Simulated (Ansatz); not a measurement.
**LiC+ (singlet): wave-function methods side by side at distance C1–Li2 = 2.566 Å, aug-cc-pVTZ**

The task here is to estimate one member of a computed series from the others.

Computed with Ansatz 0.2.0, Gaussian basis. Level: aug-cc-pVTZ, core rule «outside noble gas», up to 2 orbitals frozen.

To be run: UHF; CCSD(T) on RHF; CCSD(T) on UHF; BCCD(T) on RHF; CCSDT(Q) on RHF; CCSDT(Q) on UHF; Full CI.

43 further runs of the same task are left out: 19 for a known fault of the program, 12 that didn't finish, 12 set aside as unsound or not needed.

## The system

The geometry derives from a PBE0/def2-TZVP stationary point (not a proven minimum). One bond is set to the value named and the two fragments are kept rigid.

2 atoms, charge 1, spin multiplicity 1.

Atoms are counted from 1 here; the program's logs count them from 0.

No contacts short enough for the rule that draws bonds.

Set-up of the first run:

in.yaml

```yaml
crystal:
  periodic: [false, false, false]
  atoms:
    - {symbol: C, position_ang: [0.000000, 0.000000, 0.000000]}
    - {symbol: Li, position_ang: [0.000000, 0.000000, 2.566000]}
basis:
  gaussian: {orbitals: aug-cc-pVTZ}
total_charge: 1
magnetization: {spin_polarized: true, initial_magnetization: 0}
hamiltonian: {xc: hf}
output: {orbitals: {seedname: orbitals}}
```

Started as:

```bash
$ ansatz run in.yaml --threads 1 --pin off --events-out ev --progress --plain --max-ram 2393MiB
```

Steps of the session up to this table: UHF; CCSD(T) on RHF; CCSD(T) on UHF; BCCD(T) on RHF; CCSDT(Q) on RHF; CCSDT(Q) on UHF; Full CI.

One table of the session follows, with a row left open; its other results are not shown here.

It belongs to the step «Misses and costs». 

| method | from FCI (kcal/mol) |
| --- | --- |
| RHF | +77.45 |
| RMP2 | +23.16 |
| RCCSD | ? |
| RCCSD(T) | +1.29 |
| BCCD(T) | +1.29 |
| RCCSDT | +0.78 |
| RCCSDT(Q) | +0.36 |
| FCI | 0 |

Q: Estimate the row for RCCSD from the others.

The run gave: from FCI (kcal/mol): +3.51. In the column «from FCI (kcal/mol)» it lies between BCCD(T) (+1.29) and RMP2 (+23.16).

Left out of the table: UHF, UMP2, UCCSD, UCCSD(T), UCCSDT, UCCSDT(Q) (another determinant or state than the rows shown).
